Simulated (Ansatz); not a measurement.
Results of PBE-D3(BJ) (PAW; Ansatz, a program for electronic structure) for antifluorite Mg2Ge.

Numerical settings: plane-wave cutoff 520 eV, 10×10×10 k mesh, Fermi–Dirac smearing 0.01 eV, scalar-relativistic PAW data made under PBE.

Pressure at four volumes; x = ln(V/21.079 Å³). One pressure is withheld.

```tsv
V (Å³/atom)	x	P (GPa)
19.814	-0.0619	3.85
21.079	0.0000	0.00
21.922	0.0392	-1.97
22.343	0.0582	?
```

Question: Pass a parabola P(x) through the three rows shown, estimate the bulk modulus and its pressure derivative near zero pressure, and predict the withheld pressure.

Answer: Slopes between the rows: (0.00 − (3.85))/(0.0000 − (-0.0619)) = -62.20 and (-1.97 − (0.00))/(0.0392 − (0.0000)) = -50.26 GPa. Their difference over the span 0.1011 is c = 11.94/0.1011 = 118.1 GPa, so P(x) = 3.85 + (-62.20)(x − (-0.0619)) + 118.1 (x − (-0.0619))(x − (0.0000)). At the middle row B = −dP/dx = −[-62.20 + 118.1 × 0.0619] = 54.9 GPa, and B′ = dB/dP = 2c/B = 4.3. At x = 0.0582 the parabola gives -2.79 GPa; the run gives -2.82 GPa. The Birch–Murnaghan fit to the energies at all volumes has B0 = 54.6 GPa and B′ = 4.2.
